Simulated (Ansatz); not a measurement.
# SiO (quintet): from Hartree-Fock to the top rungs, cc-pVDZ

How much of the correlation energy of SiO (quintet) does each wave-function method recover here?

Method: cc-pVDZ, core rule «outside noble gas», up to 6 orbitals frozen; program: Ansatz 0.2.0, Gaussian basis.

The runs, in order: UHF; CCSD(T) on ROHF; CCSD(T) on UHF; BCCD(T) on ROHF; CISD; CCSDT(Q) on ROHF; CCSDT(Q) on UHF; CASSCF and MRCISD+Q, 10 electrons in 8 orbitals; CASSCF and NEVPT2, 10 electrons in 8 orbitals.

19 further runs of the same task are left out: 8 that didn't finish, 11 set aside as unsound or not needed.

## (1) The geometry

The geometry is a PBE0/def2-TZVP stationary point (not a proven minimum) of the parent state, kept for this charge and spin.

2 atoms, charge 0, spin multiplicity 5.

Atoms are counted from 1 here; the program's logs count them from 0.

Bond lengths: Si1–O2 1.724 Å.

In the tables R marks a restricted open-shell determinant and U an unrestricted one; 'valence' is the active space of 10 electrons in 8 orbitals; energies count from the table's Hartree-Fock row.

## (2) UHF

Contents of in.yaml:

```yaml
crystal:
  periodic: [false, false, false]
  atoms:
    - {symbol: Si, position_ang: [0.000000, 0.000000, 0.000000]}
    - {symbol: O, position_ang: [0.000000, 0.000000, 1.723500]}
basis:
  gaussian: {orbitals: cc-pVDZ}
magnetization: {spin_polarized: true, initial_magnetization: 4}
hamiltonian: {xc: hf}
output: {orbitals: {seedname: orbitals}}
```

Command:

```console
$ ansatz run in.yaml --threads 1 --pin off --events-out ev --progress --plain --max-ram 2393MiB
```

Log:

```text
Functional definition: HF
  name "HF"
  cite "Fock, Z. Phys. 61, 126 (1930) doi:10.1007/BF01340294"
  parent pbe
  exchange = exact_x
  correlation = 0
314 factors; integrals over basis functions are off by at most 6.1e-4 eV
mean field evaluation 1: about -9892.8515 eV, gradient 1.0e1 eV
mean field evaluation 2: about -9892.9017 eV, gradient 1.1e1 eV
mean field evaluation 4: about -9894.3192 eV, gradient 3.0e0 eV
mean field evaluation 8: about -9894.7295 eV, gradient 5.7e-1 eV
mean field evaluation 16: about -9890.8830 eV, gradient 1.9e1 eV
mean field evaluation 32: about -9892.5434 eV, gradient 8.6e0 eV
mean field evaluation 64: about -9875.5285 eV, gradient 2.2e1 eV
mean field -9894.74080888 eV, -363.6250178301 hartree, gradient 3.9e-5 eV, S^2 6.013428; 0 other end points of the search recorded, 0 dependent functions left out
reference -9894.74080888 eV, -363.6250178301 hartree; 13, 9 occupied and 19, 23 virtual orbitals, 314 factors
Total energy: -9894.74080888 eV, -363.6250178301 hartree
```

It took 0.15 s on 1 thread of AMD EPYC 9R45, shared host.

From the report: ⟨S²⟩ of the determinant 6.013 (pure quintet: 6.00).

## (3) CCSD(T) on ROHF

Contents of in.yaml:

```yaml
crystal:
  periodic: [false, false, false]
  atoms:
    - {symbol: Si, position_ang: [0.000000, 0.000000, 0.000000]}
    - {symbol: O, position_ang: [0.000000, 0.000000, 1.723500]}
basis:
  gaussian: {orbitals: cc-pVDZ}
magnetization: {spin_polarized: false, initial_magnetization: 4}
correlation: {method: ccsd_t, electrons: outside_noble_gas}
```

Launched as before.

Log (excerpt; [...] marks lines left out):

```text
Functional definition: HF
  name "HF"
  cite "Fock, Z. Phys. 61, 126 (1930) doi:10.1007/BF01340294"
  parent pbe
[...]
314 factors; integrals over basis functions are off by at most 6.1e-4 eV
[...]
mean field -9894.57210455 eV, -363.6188180605 hartree, gradient 2.4e-6 eV, S^2 6.000000; 7 other end points of the search recorded, 0 dependent functions left out
[...]
determinant -9894.57210455 eV, -363.6188180605 hartree, with singles and doubles -9900.00326023 eV, -363.8184093501 hartree
determinant -9892.63120252 eV, -363.5474912264 hartree, with singles and doubles -9897.95791119 eV, -363.7432441596 hartree
determinant -9891.93123849 eV, -363.5217680226 hartree, with singles and doubles -9897.21495797 eV, -363.7159411320 hartree
6 core orbitals not correlated: weight in the atoms' cores, before any rotation towards them, 1.000 or more for the frozen orbitals, at most 0.000 for the correlated occupied ones
reference -9894.57210455 eV, -363.6188180605 hartree; 7, 3 occupied and 19, 23 virtual orbitals, 314 factors
second order -4.76192964 eV of doubles, -0.09913179 eV of singles
cycle   1  -5.43223546 eV  change   -1.1e-3 eV  update   1.5e-3
[...]
cycle   7  -5.43339311 eV  change    5.3e-6 eV  update   9.6e-6
perturbative correction -0.12758243 eV, -0.0046885677 hartree
Total energy: -9900.13308009 eV, -363.8231801420 hartree
```

Run time: 0.63 s. Hardware: 1 thread of AMD EPYC 9R45, shared host.

From the report: correlation -5.5610 eV; T1 0.033; largest double amplitude 0.06.

## (4) CCSD(T) on UHF

Edit in.yaml of step 3 so:

```diff
@@ -7,3 +7,3 @@
   gaussian: {orbitals: cc-pVDZ}
-magnetization: {spin_polarized: false, initial_magnetization: 4}
+magnetization: {spin_polarized: true, initial_magnetization: 4}
 correlation: {method: ccsd_t, electrons: outside_noble_gas}
```

The command is unchanged.

Log (excerpt; [...] marks lines left out):

```text
Functional definition: HF
  name "HF"
  cite "Fock, Z. Phys. 61, 126 (1930) doi:10.1007/BF01340294"
  parent pbe
[...]
314 factors; integrals over basis functions are off by at most 6.1e-4 eV
[...]
mean field -9894.74080888 eV, -363.6250178301 hartree, gradient 2.3e-6 eV, S^2 6.013428; 11 other end points of the search recorded, 0 dependent functions left out
determinant -9894.74080888 eV, -363.6250178301 hartree, with singles and doubles -9900.01001134 eV, -363.8186574489 hartree
determinant -9893.00272097 eV, -363.5611442774 hartree, with singles and doubles -9897.96367002 eV, -363.7434557925 hartree
determinant -9892.08411421 eV, -363.5273861017 hartree, with singles and doubles -9897.21873981 eV, -363.7160801121 hartree
determinant -9891.12918118 eV, -363.4922929603 hartree, with singles and doubles -9896.63666455 eV, -363.6946892408 hartree
determinant -9890.79873322 eV, -363.4801492217 hartree, with singles and doubles -9896.30868328 eV, -363.6826361515 hartree
6 core orbitals not correlated: weight in the atoms' cores, before any rotation towards them, 1.000 or more for the frozen orbitals, at most 0.000 for the correlated occupied ones
reference -9894.74080888 eV, -363.6250178301 hartree; 7, 3 occupied and 19, 23 virtual orbitals, 314 factors
second order -4.69745886 eV of doubles, -0.00000000 eV of singles
cycle   1  -5.26999684 eV  change   -7.9e-4 eV  update   1.4e-3
[...]
cycle   8  -5.27088092 eV  change    5.5e-6 eV  update   3.1e-6
perturbative correction -0.12199907 eV, -0.0044833830 hartree
Total energy: -9900.13368887 eV, -363.8232025143 hartree
```

Run time: 0.84 s. Hardware: 1 thread of AMD EPYC 9R45, shared host.

From the report: ⟨S²⟩ of the determinant 6.013 (pure quintet: 6.00); correlation -5.3929 eV; T1 0.025; largest double amplitude 0.06.

## (5) BCCD(T) on ROHF

Contents of in.yaml:

```yaml
crystal:
  periodic: [false, false, false]
  atoms:
    - {symbol: Si, position_ang: [0.000000, 0.000000, 0.000000]}
    - {symbol: O, position_ang: [0.000000, 0.000000, 1.723500]}
basis:
  gaussian: {orbitals: cc-pVDZ}
magnetization: {spin_polarized: false, initial_magnetization: 4}
correlation: {method: bccd_t, electrons: outside_noble_gas}
```

Same command.

Log (excerpt; [...] marks lines left out):

```text
Functional definition: HF
  name "HF"
  cite "Fock, Z. Phys. 61, 126 (1930) doi:10.1007/BF01340294"
  parent pbe
[...]
314 factors; integrals over basis functions are off by at most 6.1e-4 eV
[...]
mean field -9894.57210455 eV, -363.6188180605 hartree, gradient 2.4e-6 eV, S^2 6.000000; 7 other end points of the search recorded, 0 dependent functions left out
[...]
determinant -9894.57210455 eV, -363.6188180605 hartree, with singles and doubles -9900.00326023 eV, -363.8184093501 hartree
determinant -9892.63120252 eV, -363.5474912264 hartree, with singles and doubles -9897.95791119 eV, -363.7432441596 hartree
determinant -9891.93123849 eV, -363.5217680226 hartree, with singles and doubles -9897.21495797 eV, -363.7159411320 hartree
6 core orbitals not correlated: weight in the atoms' cores, before any rotation towards them, 1.000 or more for the frozen orbitals, at most 0.000 for the correlated occupied ones
reference -9894.57210455 eV, -363.6188180605 hartree; 7, 3 occupied and 19, 23 virtual orbitals, 314 factors
second order -4.76192964 eV of doubles, -0.09913179 eV of singles
cycle   1  -5.42224094 eV  change    8.9e-3 eV  update   1.6e-2
[...]
cycle  10  -5.42102463 eV  change    1.0e-6 eV  update   5.3e-6
perturbative correction -0.13700424 eV, -0.0050348130 hartree
Total energy: -9900.13013343 eV, -363.8230718542 hartree
```

It took 0.84 s on 1 thread of AMD EPYC 9R45, shared host.

From the report: correlation -5.5580 eV; largest double amplitude 0.06.

## (6) CISD

Edit in.yaml of step 5 so:

```diff
@@ -8,2 +8,2 @@
 magnetization: {spin_polarized: false, initial_magnetization: 4}
-correlation: {method: bccd_t, electrons: outside_noble_gas}
+correlation: {active_space: {ras: {orbitals: [3, 4, 19], electrons: 10, max_holes: 2, max_particles: 2}, fixed_orbitals: true}}
```

Same command.

Log:

```text
Functional definition: HF
  name "HF"
  cite "Fock, Z. Phys. 61, 126 (1930) doi:10.1007/BF01340294"
  parent pbe
  exchange = exact_x
  correlation = 0
314 factors; integrals over basis functions are off by at most 6.1e-4 eV
mean field evaluation 1: about -9893.4503 eV, gradient 9.3e0 eV
mean field evaluation 2: about -9893.4824 eV, gradient 9.4e0 eV
mean field evaluation 4: about -9894.4520 eV, gradient 1.7e0 eV
mean field evaluation 8: about -9894.5711 eV, gradient 4.5e-1 eV
mean field evaluation 16: about -9894.5721 eV, gradient 2.4e-6 eV
mean field evaluation 32: about -9894.5721 eV, gradient 1.0e-2 eV
mean field evaluation 64: about -9894.5525 eV, gradient 4.7e-1 eV
mean field -9894.57210455 eV, -363.6188180605 hartree, gradient 2.4e-6 eV, S^2 6.000000; 6 other end points of the search recorded, 0 dependent functions left out
reference -9894.57210455 eV, -363.6188180605 hartree; 13, 9 occupied and 19, 23 virtual orbitals, 314 factors
state -9899.78880092 eV, -363.8105281158 hartree
Total energy: -9899.78880092 eV, -363.8105281158 hartree
```

Run time: 1.6 s. Hardware: 1 thread of AMD EPYC 9R45, shared host.

From the report: 22,146 determinants.

## (7) CCSDT(Q) on ROHF

Edit in.yaml of step 6 so:

```diff
@@ -8,2 +8,2 @@
 magnetization: {spin_polarized: false, initial_magnetization: 4}
-correlation: {active_space: {ras: {orbitals: [3, 4, 19], electrons: 10, max_holes: 2, max_particles: 2}, fixed_orbitals: true}}
+correlation: {method: ccsdt_q, electrons: outside_noble_gas}
```

Same command.

Log (excerpt; [...] marks lines left out):

```text
Functional definition: HF
  name "HF"
  cite "Fock, Z. Phys. 61, 126 (1930) doi:10.1007/BF01340294"
  parent pbe
[...]
545 factors; integrals over basis functions are off by at most 1.8e-7 eV
[...]
mean field -9894.57218399 eV, -363.6188209796 hartree, gradient 2.3e-6 eV, S^2 6.000000; 7 other end points of the search recorded, 0 dependent functions left out
[...]
determinant -9894.57218399 eV, -363.6188209796 hartree, with singles and doubles -9900.00333513 eV, -363.8184121026 hartree
determinant -9892.63127705 eV, -363.5474939652 hartree, with singles and doubles -9897.95800564 eV, -363.7432476304 hartree
determinant -9891.93132992 eV, -363.5217713828 hartree, with singles and doubles -9897.21504207 eV, -363.7159442226 hartree
6 core orbitals not correlated: weight in the atoms' cores, before any rotation towards them, 1.000 or more for the frozen orbitals, at most 0.000 for the correlated occupied ones
reference -9894.57218399 eV, -363.6188209796 hartree; 7, 3 occupied and 19, 23 virtual orbitals, 545 factors
second order -4.76193092 eV of doubles, -0.09913119 eV of singles
cycle   1  -5.17348104 eV  change   -3.1e-1 eV  update   7.5e-2
[...]
cycle  20  -5.58282320 eV  change   -4.7e-7 eV  update   4.0e-7
perturbative correction -0.01005481 eV, -0.0003695073 hartree
Total energy: -9900.16506200 eV, -363.8243554555 hartree
```

Run time: 3.7 s. Hardware: 1 thread of AMD EPYC 9R45, shared host.

From the report: correlation -5.5929 eV; T1 0.035; largest double amplitude 0.06.

## (8) CCSDT(Q) on UHF

Edit in.yaml of step 7 so:

```diff
@@ -7,3 +7,3 @@
   gaussian: {orbitals: cc-pVDZ}
-magnetization: {spin_polarized: false, initial_magnetization: 4}
+magnetization: {spin_polarized: true, initial_magnetization: 4}
 correlation: {method: ccsdt_q, electrons: outside_noble_gas}
```

Launched as before.

Log (excerpt; [...] marks lines left out):

```text
Functional definition: HF
  name "HF"
  cite "Fock, Z. Phys. 61, 126 (1930) doi:10.1007/BF01340294"
  parent pbe
[...]
545 factors; integrals over basis functions are off by at most 1.8e-7 eV
[...]
mean field -9894.74088662 eV, -363.6250206869 hartree, gradient 2.1e-6 eV, S^2 6.013428; 11 other end points of the search recorded, 0 dependent functions left out
determinant -9894.74088662 eV, -363.6250206869 hartree, with singles and doubles -9900.01008566 eV, -363.8186601803 hartree
determinant -9893.00280011 eV, -363.5611471860 hartree, with singles and doubles -9897.96376505 eV, -363.7434592848 hartree
determinant -9892.08420605 eV, -363.5273894768 hartree, with singles and doubles -9897.21882384 eV, -363.7160832004 hartree
determinant -9891.12927793 eV, -363.4922965158 hartree, with singles and doubles -9896.63676363 eV, -363.6946928822 hartree
determinant -9890.79883662 eV, -363.4801530216 hartree, with singles and doubles -9896.30878582 eV, -363.6826399197 hartree
6 core orbitals not correlated: weight in the atoms' cores, before any rotation towards them, 1.000 or more for the frozen orbitals, at most 0.000 for the correlated occupied ones
reference -9894.74088662 eV, -363.6250206869 hartree; 7, 3 occupied and 19, 23 virtual orbitals, 545 factors
second order -4.69746137 eV of doubles, -0.00000000 eV of singles
cycle   1  -5.02771167 eV  change   -3.3e-1 eV  update   7.2e-2
[...]
cycle  20  -5.41539917 eV  change   -4.8e-7 eV  update   4.2e-7
perturbative correction -0.01208427 eV, -0.0004440887 hartree
Total energy: -9900.16837006 eV, -363.8244770245 hartree
```

Wall time 3.5 s (1 thread of AMD EPYC 9R45, shared host).

From the report: ⟨S²⟩ of the determinant 6.013 (pure quintet: 6.00); correlation -5.4275 eV; T1 0.027; largest double amplitude 0.06.

## (9) CASSCF and MRCISD+Q, 10 electrons in 8 orbitals

Contents of in.yaml:

```yaml
crystal:
  periodic: [false, false, false]
  atoms:
    - {symbol: Si, position_ang: [0.000000, 0.000000, 0.000000]}
    - {symbol: O, position_ang: [0.000000, 0.000000, 1.723500]}
basis:
  gaussian: {orbitals: cc-pVDZ}
magnetization: {spin_polarized: false, initial_magnetization: 4}
correlation: {method: fic_mrcisd_q, electrons: outside_noble_gas, active_space: {window: {electrons: 10, orbitals: 8}, shells: [{species: O, l: s, shell: 2}, {species: O, l: p, shell: 2}, {species: Si, l: s, shell: 3}, {species: Si, l: p, shell: 3}]}}
```

Same command.

Log (excerpt; [...] marks lines left out):

```text
Functional definition: HF
  name "HF"
  cite "Fock, Z. Phys. 61, 126 (1930) doi:10.1007/BF01340294"
  parent pbe
[...]
545 factors; integrals over basis functions are off by at most 1.8e-7 eV
[...]
mean field -9894.57218399 eV, -363.6188209796 hartree, gradient 2.3e-6 eV, S^2 6.000000; 6 other end points of the search recorded, 0 dependent functions left out
reference -9894.57218399 eV, -363.6188209796 hartree; 13, 9 occupied and 19, 23 virtual orbitals, 545 factors
state -9895.32070712 eV, -363.6463286974 hartree
contracted CI cycle   1: correlation 0.00000000 eV, 0.0000000000 hartree, residual 2.21e1 eV
contracted CI cycle   2: correlation -4.34020378 eV, -0.1594995470 hartree, residual 3.91e0 eV
contracted CI cycle   3: correlation -4.51663562 eV, -0.1659832975 hartree, residual 9.23e-1 eV
contracted CI cycle   4: correlation -4.52813781 eV, -0.1664059953 hartree, residual 2.37e-1 eV
contracted CI cycle   5: correlation -4.52881943 eV, -0.1664310442 hartree, residual 5.52e-2 eV
contracted CI cycle   6: correlation -4.52885967 eV, -0.1664325232 hartree, residual 1.50e-2 eV
contracted CI cycle   7: correlation -4.52886244 eV, -0.1664326247 hartree, residual 3.57e-3 eV
contracted CI cycle   8: correlation -4.52886259 eV, -0.1664326306 hartree, residual 8.86e-4 eV
state -9895.32070712 eV, -363.6463286974 hartree; corrected -9900.10781657 eV, -363.8222517248 hartree
Total energy: -9900.10781657 eV, -363.8222517248 hartree
Checks for a lower state left out: starts, orbital_swaps
```

Run time: 0.87 s. Hardware: 1 thread of AMD EPYC 9R45, shared host.

From the report: 112 determinants; active occupations 2.00, 2.00, 1.97, 1.00, 1.00, 1.00, 1.00, 0.03.

## (10) CASSCF and NEVPT2, 10 electrons in 8 orbitals

Contents of in.yaml:

```yaml
crystal:
  periodic: [false, false, false]
  atoms:
    - {symbol: Si, position_ang: [0.000000, 0.000000, 0.000000]}
    - {symbol: O, position_ang: [0.000000, 0.000000, 1.723500]}
basis:
  gaussian: {orbitals: cc-pVDZ}
magnetization: {spin_polarized: false, initial_magnetization: 4}
correlation: {method: sc_nevpt2, electrons: outside_noble_gas, active_space: {window: {electrons: 10, orbitals: 8}, shells: [{species: O, l: s, shell: 2}, {species: O, l: p, shell: 2}, {species: Si, l: s, shell: 3}, {species: Si, l: p, shell: 3}]}}
```

Same command.

Log (excerpt; [...] marks lines left out):

```text
Functional definition: HF
  name "HF"
  cite "Fock, Z. Phys. 61, 126 (1930) doi:10.1007/BF01340294"
  parent pbe
[...]
545 factors; integrals over basis functions are off by at most 1.8e-7 eV
[...]
mean field -9894.57218399 eV, -363.6188209796 hartree, gradient 2.3e-6 eV, S^2 6.000000; 6 other end points of the search recorded, 0 dependent functions left out
reference -9894.57218399 eV, -363.6188209796 hartree; 13, 9 occupied and 19, 23 virtual orbitals, 545 factors
state -9895.32070712 eV, -363.6463286974 hartree
state -9895.32070712 eV, -363.6463286974 hartree; corrected -9899.24992143 eV, -363.7907246599 hartree
Total energy: -9899.24992143 eV, -363.7907246599 hartree
Checks for a lower state left out: starts, orbital_swaps
```

Run time: 0.39 s. Hardware: 1 thread of AMD EPYC 9R45, shared host.

From the report: 112 determinants; active occupations 2.00, 2.00, 1.97, 1.00, 1.00, 1.00, 1.00, 0.03.

## (11) Natural occupations

Natural occupations of the CASSCF valence state about the gap (report; correlated orbitals 2 to 8): 1.996, 1.973, 1.004, 1.003, 1.001, 1.000, 0.026. The count of effectively unpaired electrons, Σ n²(2 − n)², is 4.01; a single determinant of this spin has 4.

## (12) Misses and costs

The yardstick is UCCSDT(Q), where the cluster series has nearly closed. Rows without a time come out of other runs: HF, MP2 and CCSD of CCSD(T), CCSDT of CCSDT(Q), CASSCF and MRCISD of the multireference runs.

Differences are taken before rounding.

```
          method  energy from the lowest RHF (kJ/mol)  from UCCSDT(Q) (kJ/mol)    time
             RHF                                  0.0                   +540.0        
             UHF                                -16.3                   +523.7        
            RMP2                               -469.0                    +70.9        
            UMP2                               -469.5                    +70.4        
            CISD                               -503.3                    +36.6   1.6 s
           RCCSD                               -524.2                    +15.7        
           UCCSD                               -524.8                    +15.1        
        RCCSD(T)                               -536.6                     +3.4  0.63 s
        UCCSD(T)                               -536.6                     +3.3  0.84 s
         BCCD(T)                               -536.3                     +3.7  0.84 s
          RCCSDT                               -538.7                     +1.3        
          UCCSDT                               -538.8                     +1.2        
       RCCSDT(Q)                               -539.6                     +0.3   3.7 s
       UCCSDT(Q)                               -540.0                        0   3.5 s
  CASSCF valence                                -72.2                   +467.7        
  NEVPT2 valence                               -451.3                    +88.6  0.39 s
  MRCISD valence                               -509.2                    +30.8        
MRCISD+Q valence                               -534.1                     +5.8  0.87 s
```

Among the levels timed on like hardware and quicker than the yardstick, those that no quicker one beats, quickest first: NEVPT2 valence (0.39 s, +88.6 kJ/mol); RCCSD(T) (0.63 s, +3.4 kJ/mol); UCCSD(T) (0.84 s, +3.3 kJ/mol). Runs this short are mostly start-up, so their order is noise.

## (13) Outcome

| quantity | value |
| --- | --- |
| UCCSDT(Q) below the RHF energy | -5.5963 eV |
| RMP2 from UCCSDT(Q) | +70.9 kJ/mol |
| UMP2 from UCCSDT(Q) | +70.4 kJ/mol |
| RCCSD from UCCSDT(Q) | +15.7 kJ/mol |
| RCCSD(T) from UCCSDT(Q) | +3.4 kJ/mol |
| UCCSD(T) from UCCSDT(Q) | +3.3 kJ/mol |
| RCCSDT(Q) from UCCSDT(Q) | +0.3 kJ/mol |
| NEVPT2 valence from UCCSDT(Q) | +88.6 kJ/mol |
| MRCISD+Q valence from UCCSDT(Q) | +5.8 kJ/mol |
| levels within 1 kcal/mol (43 meV) | RCCSD(T), UCCSD(T), BCCD(T), RCCSDT, UCCSDT, RCCSDT(Q) |
| T1 diagnostic | 0.033 |
| effectively unpaired electrons | 4.01 |

**Reading.** RCCSD(T) misses by +3.4 kJ/mol, 0.6 % of the correlation energy. One determinant dominates. Of the multireference levels listed MRCISD+Q valence comes nearest in total energy (+5.8 kJ/mol), which doesn't show that its space is the better one. These misses are within one basis, not against nature; the frozen cores of restricted and unrestricted runs differ, which can shift their rows.
